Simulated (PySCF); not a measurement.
## Unknown: peak-picked proton spectrum

Formula C3H4O3. The spectrum was simulated from the full spin Hamiltonian at 500 MHz with 0.8 Hz Lorentzian lines, from shifts rounded to 0.01 ppm and J to 0.1 Hz, couplings under 1 Hz left out. Exchangeable protons (1H) are left uncoupled and out of the list.

Maxima in Hz from TMS (height), grouped by integral:
1H: 1597.7 (76), 1596.2 (79), 1593.9 (81), 1592.4 (81)
1H: 1465.5 (57), 1464.0 (58), 1457.2 (100), 1455.7 (97)
1H: 1435.5 (96), 1431.7 (91), 1427.2 (55), 1423.4 (54)

- J: B3LYP/pcJ-1 (without the spin–dipole term)
- NMR shieldings at PBE/pcSseg-2/GIAO
- geometry from PBE0-D3(BJ)/def2-SVP
- run in PySCF 2.14
- relativity neglected, no solvent, one computed conformer

Chemical shifts δ = σref − σ; 1H (σref 31.18) against TMS, all at this level.

Question: Analyse the multiplets.

Answer: 1H NMR (500 MHz, computed): δ 5.50 (br s, 1H), 3.19 (m, 1H), 2.92 (m, 1H), 2.86 (m, 1H). These are first-order names from the parameters used; overlap and second-order distortion can hide them in the list.

Question: What is the compound?

Answer: `O=C(O)[C@@H]1CO1`.

Atom-mapped SMILES (the numbers label the heavy atoms): `[O:1]=[C:2]([OH:3])[C@@H:4]1[CH2:5][O:6]1`. Hydrogens are named by the atom that carries them. Ha(C5) is cis to C2 on the ring; Hb(C5) is trans to C2 on the ring.

δ 5.50: H(O3), hydrogen on an acid hydroxyl oxygen. δ 3.19: H(C4), hydrogen on an epoxide ring carbon, coupled to Hb(C5) (3.9 Hz), Ha(C5) (1.5 Hz). δ 2.92: Ha(C5), hydrogen on an epoxide ring carbon, coupled to Hb(C5) (8.3 Hz), H(C4) (1.5 Hz). δ 2.86: Hb(C5), hydrogen on an epoxide ring carbon, coupled to Ha(C5) (8.3 Hz), H(C4) (3.9 Hz).

The data come from this structure; uniqueness wasn't tested.

OH/NH shifts are gas-phase values; hydrogen bonding in solution moves them, usually downfield. Multiplet labels drop couplings under 1 Hz and merge nearly equal ones. Unscaled 3J(H,H) at this level run about 10 % above measured values.
